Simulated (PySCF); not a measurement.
PySCF input (BP86/6-31G* (5d)):

```python
from pyscf import gto, dft

mol = gto.M(
    atom='''
    N    -0.00830295   -0.00857741    1.41153999
    C     0.00810884    0.00837688   -1.37854107
    C    -0.00946765    1.13487320    0.72647824
    C     0.00100216   -1.14361852    0.71269428
    C     0.00942122   -1.18916620   -0.67673701
    C    -0.00154475    1.19730303   -0.66229982
    H     0.01447612    0.01495463   -2.46100794
    H    -0.01710307    2.04593336    1.31559467
    H     0.00177208   -2.06177112    1.29074470
    H     0.01679961   -2.14109152   -1.19083558
    H    -0.00294306    2.15540611   -1.16484348
    ''',
    basis='6-31g*',
    charge=0,
    spin=0,
    verbose=4,
)

mf = dft.RKS(mol, xc='bp86')
mf.grids.level = 3
mf.conv_tol = 1e-9
mf.max_cycle = 100
mf.max_memory = 1500
mf.kernel()
if not mf.converged:
    mf = mf.newton()
    mf.kernel(mf.make_rdm1())
mf.dip_moment()
```

From the last part of the output:

```
atomic radii adjust function: <function treutler_atomic_radii_adjust>
small_rho_cutoff = 0
Set gradient conv threshold to 3.16228e-05
Initial guess from minao.
tot grids = 133536
init E= -249.032717486022
  HOMO = -0.304223525321903  LUMO = -0.123875604166731  gap/eV = 4.90752
cycle= 1 E= -248.221806264837  delta_E= 0.811  |g|= 0.417  |ddm|= 3.53
  HOMO = -0.123290232425789  LUMO = 0.0132265410555185  gap/eV = 3.71481
cycle= 2 E= -248.187407941767  delta_E= 0.0344  |g|= 0.563  |ddm|=  1.3
  HOMO = -0.207602230209784  LUMO = -0.0518327737543052  gap/eV = 4.23870
cycle= 3 E= -248.269645656375  delta_E= -0.0822  |g|= 0.114  |ddm|= 0.792
  HOMO = -0.203677114606404  LUMO = -0.0541932828238019  gap/eV = 4.06766
cycle= 4 E= -248.272169065826  delta_E= -0.00252  |g|= 0.0435  |ddm|= 0.116
  HOMO = -0.207743920071566  LUMO = -0.0536081034973246  gap/eV = 4.19425
cycle= 5 E= -248.272549147701  delta_E= -0.00038  |g|= 0.0154  |ddm|= 0.0548
  HOMO = -0.206165250503251  LUMO = -0.0532928111678275  gap/eV = 4.15987
cycle= 6 E= -248.272608824374  delta_E= -5.97e-05  |g|= 0.00638  |ddm|= 0.023
  HOMO = -0.20654926691035  LUMO = -0.053395114640399  gap/eV = 4.16754
cycle= 7 E= -248.272620654101  delta_E= -1.18e-05  |g|= 0.000418  |ddm|= 0.00654
  HOMO = -0.206568213341679  LUMO = -0.0534385729082705  gap/eV = 4.16687
cycle= 8 E= -248.27262061975  delta_E= 3.44e-08  |g|= 0.000318  |ddm|= 0.0006
  HOMO = -0.206570408949276  LUMO = -0.0534361053909458  gap/eV = 4.16700
cycle= 9 E= -248.27262070774  delta_E= -8.8e-08  |g|= 1.21e-05  |ddm|= 0.000288
  HOMO = -0.206572627404962  LUMO = -0.0534384742588734  gap/eV = 4.16699
cycle= 10 E= -248.272620707782  delta_E= -4.12e-11  |g|= 1.76e-06  |ddm|= 1.89e-05
  HOMO = -0.206572757045865  LUMO = -0.0534386550784851  gap/eV = 4.16699
Extra cycle  E= -248.272620707782  delta_E= -6.25e-13  |g|= 1.63e-06  |ddm|= 4.27e-06
converged SCF energy = -248.272620707782
Dipole moment(X, Y, Z, Debye):  0.01249,  0.01290, -2.12437
```
